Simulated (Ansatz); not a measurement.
# PH+ (doublet): wave-function methods side by side, def2-QZVPP

An exercise on one series of results from a longer session: the logs are not shown, and one member is left open.

Program: Ansatz 0.2.0, Gaussian basis. Level of theory: def2-QZVPP, core rule «outside noble gas», up to 5 orbitals frozen. These are calculated values, not measurements.

The runs, in order: UHF; ROHF; CCSD(T) on UHF.

2 further runs of the same task are left out: 2 set aside as unsound or not needed.

## The geometry

The geometry is a PBE0/def2-TZVP stationary point (not a proven minimum) of the parent state, kept for this charge and spin.

2 atoms, charge 1, spin multiplicity 2.

Atoms are counted from 1 here; the program's logs count them from 0.

Bond lengths: P1–H2 1.427 Å.

Set-up of the first run:

The input, in.yaml:

```yaml
crystal:
  periodic: [false, false, false]
  atoms:
    - {symbol: P, position_ang: [0.000000, 0.000000, 0.000000]}
    - {symbol: H, position_ang: [0.000000, 0.000000, 1.427400]}
basis:
  gaussian: {orbitals: "def2-QZVPP.json"}
total_charge: 1
magnetization: {spin_polarized: true, initial_magnetization: 1}
hamiltonian: {xc: hf}
output: {orbitals: {seedname: orbitals}}
```

Launch:

```
ansatz run in.yaml --threads 1 --pin off --events-out ev --progress --plain --max-ram 2393MiB
```

Among the steps run: UHF; ROHF; CCSD(T) on UHF.

One of the session's tables, all rows but one given; the rest of the session is left out.

| method | from UCCSD(T) (kJ/mol) |
| --- | --- |
| ROHF | +341.1 |
| UHF | ? |
| UMP2 | +73.1 |
| UCCSD | +9.3 |
| UCCSD(T) | 0 |

Q: Estimate the row for UHF from the others.

As computed: from UCCSD(T) (kJ/mol): +325.8. In the column «from UCCSD(T) (kJ/mol)» it lies between UMP2 (+73.1) and ROHF (+341.1).
